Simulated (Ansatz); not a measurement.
# One structure, 5 elements: Li3Cl2, Na3Cl2, K3Cl2, Rb3Cl2, Cs3Cl2

Plane-wave DFT in Ansatz with scalar-relativistic PAW potentials, cutoff 420 eV, Γ-centred meshes chosen by cell and gap, Gaussian smearing with energies taken to zero width. Every cell was relaxed (cell and atoms) in a run of its own, within the symmetry of its start. Functional: PBE.

All members share space group R-3m and the same sites; only the element on one set of sites changes (Li, Na, K, Rb, Cs). Members needn't be the stable form of their composition. Energies over the elements, where given, are against the elements' standard states in the same functional (H₂, N₂, O₂ and halogens uncorrected, Hg as a solid). The first member:

Space group R-3m:H (No. 166). a = 3.561 Å, b = 3.561 Å, c = 26.542 Å, α = 90.00°, β = 90.00°, γ = 120.00°
| atom | site | symmetry | x | y | z |
| --- | --- | --- | --- | --- | --- |
| Li | 3a | -3m | 0.0000 | 0.0000 | 0.0000 |
| Li | 6c | 3m | 0.3333 | 0.6667 | 0.8874 |
| Cl | 6c | 3m | 0.6667 | 0.3333 | 0.7235 |

```tsv
compound	V (Å³/atom)	a (Å)	c (Å)	energy over elements (eV/atom)
Li3Cl2	19.43	3.561	26.542	-1.396
Na3Cl2	27.38	3.977	29.990	-1.415
Rb3Cl2	47.69	4.763	36.402	-1.554
Cs3Cl2	57.39	5.060	38.820	-1.577
```

Q: Predict the member with K.

A: V (Å³/atom) 40.71, a (Å) 4.517, c (Å) 34.557, energy over elements (eV/atom) -1.562. Interpolating linearly in period between Na and Rb would give 37.53 Å³/atom (7.8 % too small), with -1.485 eV/atom over the elements. Over the whole series the volume grows at each step down the group; all are metallic on the mesh; binding against the elements is strongest for Cs.

Spin-orbit coupling is left out, which matters for the bands of heavy elements. The cell has an odd number of electrons and was run without spin polarisation, which forces a half-filled band: energy, forces and stress belong to that artificial state.